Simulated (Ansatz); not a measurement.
C4H4F2 can be A, `FC1=CCC1F`, or B, `FC1(F)C=CC1`.

Gas-phase electronic energies from Ansatz, PBE0-D4/def2-TZVP geometries. CCSD(T)/CBS adds triple-zeta CCSD(T) − MP2 to the extrapolated MP2 energy (def2 sets, frozen cores). DFT in def2-TZVPP.

(1) Which is lower in electronic energy at CCSD(T)/CBS, and by how much? (Estimate.)

(2) Give E(B) − E(A) in kcal/mol with CCSD/def2-TZVPP, HF/def2-TZVPP, r2SCAN-D4, B2PLYP, LDA (SPW92), ωB97M-V, PBE0-D4. (An estimate is asked.)

(3) Does the order hold for the free energy at 298.15 K (harmonic terms from PBE0-D4)? (An estimate is asked.)

Largest T1 diagnostic: 0.012.

## Answers

(1) The calculation gave: B, by 7.9 kcal/mol.

(2) Computed: CCSD/def2-TZVPP -7.8, HF/def2-TZVPP -9.0, r2SCAN-D4 -7.2, B2PLYP -7.0, LDA (SPW92) -6.2, ωB97M-V -7.9, PBE0-D4 -6.4. None reverses the order clearly.

(3) Ansatz gave: Yes: G(B) − G(A) = -8.2 kcal/mol.

Leaving LDA and LC-ωPBE aside and taking each functional with its dispersion term where it has one, the values, not all of them listed here, spread over 2.4 kcal/mol, from ωB97M-V to revPBE-D4. In def2-TZVPP, CCSD(T) changes the Hartree–Fock value by +1.3 kcal/mol (the triples alone add +0.2 kcal/mol) and MP2 by +1.6 kcal/mol.
